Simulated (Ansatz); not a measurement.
The same path of BH4N + H (7 atoms, charge 0, multiplicity 2) was run twice with different band settings. Lost on the way: B1–H2. Made: H2–H7.

Level of theory: Ansatz, UKS PBE-D4/def2-mTZVP.

Relaxed end points:

```xyz
7
Properties=species:S:1:pos:R:3
B -0.050 0.118 -0.319
H -0.288 -0.309 0.779
N 1.251 0.016 -0.810
H 2.018 -0.399 -0.286
H 1.536 0.351 -1.728
H -0.892 0.627 -1.009
H 0.338 -0.404 3.763
```

```xyz
7
Properties=species:S:1:pos:R:3
B 0.045 -0.199 -0.561
H -0.169 -0.364 2.183
N 1.333 -0.015 -1.025
H 2.074 -0.705 -0.912
H 1.655 0.823 -1.517
H -0.851 0.591 -0.678
H -0.174 -0.131 2.900
```

Common settings: spring 5.0 eV/Å²; optimiser quadratic models (default); start path through a guess of the saddle point; force threshold 0.05 eV/Å; iteration limit 60; end points relaxed.

| run | movable images | climbing image |
| --- | --- | --- |
| 1 | 7 | yes |
| 2 | 8 | no |

Q: What does each run give, and how far can it be trusted?

A: Run 1: converged after 25 iterations, highest image 0.281 eV above the first end. A vibrational analysis at the climbing image gives one clearly imaginary mode, 675i cm⁻¹: a first-order saddle point.
Run 2: converged after 33 iterations, highest image 0.276 eV above the first end. No image climbed, so the highest image needn't sit at the top of the path.
